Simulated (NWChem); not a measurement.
# CS; SMILES [C-]#[S+]

Computed with NWChem. Pople sets run with spherical d functions. Each level has its own optimisation. Entropies are gas-phase, rigid-rotor, harmonic values for NWChem's default masses at 298.15 K and 1 bar, so the errors hold that model's part too (torsions, anharmonicity).

Measured entropy at 1 bar: 50.3 cal/(mol K) (CRC Handbook, as tabulated in the package chemicals).

| level | entropy at 1 bar (cal/(mol K)) | computed − measured |
|---|---|---|
| Hartree-Fock/STO-3G | 50.2 | -0.1 |
| Hartree-Fock/3-21G | 50.4 | +0.1 |
| Hartree-Fock/6-31G* | 50.2 | -0.1 |
| B3LYP/6-31G* | 50.3 | 0.0 |
| LDA (Slater exchange, VWN5)/def2-SVP | 50.3 | 0.0 |
| PBE/def2-SVP | 50.3 | 0.0 |
| BLYP/def2-SVP | 50.3 | 0.0 |
| PBE0/def2-SVP | 50.3 | 0.0 |
